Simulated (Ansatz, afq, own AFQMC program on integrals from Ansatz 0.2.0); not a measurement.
AFQMC on a folder of integrals that Ansatz 0.2.0 wrote.

```yaml
crystal:
  periodic: [false, false, false]
  atoms:
    - {symbol: Sn, position_ang: [0.015073, -0.105017, -0.108917]}
    - {symbol: N, position_ang: [1.238682, 0.511909, 1.441542]}
    - {symbol: N, position_ang: [-0.207057, -2.116903, 0.319973]}
    - {symbol: N, position_ang: [1.350197, -0.167710, -1.688700]}
    - {symbol: H, position_ang: [0.784239, 1.104695, 2.135029]}
    - {symbol: H, position_ang: [2.050255, 1.020602, 1.087984]}
    - {symbol: H, position_ang: [-1.113754, -2.510150, 0.070960]}
    - {symbol: H, position_ang: [-0.055337, -2.300009, 1.312849]}
    - {symbol: H, position_ang: [1.210164, 0.552574, -2.396131]}
    - {symbol: H, position_ang: [1.314537, -1.072392, -2.160788]}
basis:
  gaussian: {orbitals: def2-SVP}
magnetization: {spin_polarized: true, initial_magnetization: 1}
correlation: {method: ccsd_t, electrons: outside_noble_gas, hamiltonian_folder: ham}
```

```sh
$ ansatz run in.yaml --threads 1 --pin off --events-out ev --progress --plain --max-ram 24576MiB --backend cuda --devices 0, --max-vram 18GiB
```

Options of the walk:

```
--method phaseless --trial cisd --walkers 1900 --populations 20 --least-time 60 --time-step 0.005 --steps-per-block 50 --equilibration-blocks 28 --max-blocks 4000 --target-error 0.0003 --factor-cut 1e-05 --start spin_pure --seed 7596 --release-times 0.21,0.42,0.63,0.9 --release-step 0.03 --release-every 5 --taylor-order 6
```

Times are imaginary, in 1/Eh. The walk had a cap of 258 s. With eight or more populations the least sampling time is a fifth of least-time, and the error comes from their spread. Filled inner d shells are frozen with the cores. Core potentials past Kr, no spin–orbit coupling.

Log:

```
orbitals 86  electrons 13 12  factors 754 of 1086
reference energy -380.03636293 Eh
CCSD correlation -0.63520945 Eh in 12 cycles, weight of the determinant in the CISD state 0.7947
energy of the start -380.668205 Eh
 block  time / (1/Eh)  mean weight  energy / Eh
     1     0.250  0.9997  -380.648290
     2     0.500  0.9994  -380.661103
     3     0.750  0.9996  -380.672444
     4     1.000  1.0001  -380.675715
     5     1.250  1.0001  -380.683341
     8     2.000  1.0001  -380.688324
    13     3.250  0.9989  -380.691452
    22     5.500  0.9997  -380.693652
    31     7.750  0.9993  -380.692538
    40    10.000  0.9997  -380.693778
    49    12.250  0.9990  -380.692719
    58    14.500  1.0004  -380.689095
    67    16.750  0.9991  -380.693253
    76    19.000  1.0011  -380.698092
    85    21.250  1.0002  -380.697995
    94    23.500  0.9997  -380.693007
   100    25.000  1.0006  -380.701787
   103    25.750  0.9996  -380.692357
   112    28.000  1.0001  -380.696716
   121    30.250  0.9995  -380.693908
   130    32.500  1.0000  -380.690280
   139    34.750  1.0000  -380.690688
   145    36.250  1.0006  -380.685709
error from the spread of 20 populations
released: time / (1/Eh)  energy / Eh  error  mean overlap
  0.21  -380.693021  0.000381  0.9987
  0.42  -380.693392  0.000311  1.0002
  0.63  -380.694164  0.000417  0.9977
  0.90  -380.693285  0.000534  0.9957
energy -380.692965 +/- 0.000431 Eh
(rows thinned)
```

The run passed its tests (sampling time, drift between the halves within three errors, error under three times the target), which doesn't prove that it has relaxed, ending at its cap on processor time.

Against this walk (error 11.7 meV) on the same determinant: CCSD(T) 73.4 meV higher. The error is statistical and leaves out the bias of the constraint. Released to 0.90 1/Eh the energy moves by -9 ± 19 meV (both errors), within twice the noise.

Cautions: constraint bias not in the error; error above the target (11.7 against 8.2 meV); no spin-orbit coupling; inner d shell frozen.

The walk took 4.3 min on 1 × NVIDIA H100 80GB HBM3 with 2 threads of AMD EPYC 7R13 Processor (Zen 3) (shared host) (the card was shared). The log's last line is the phaseless energy.
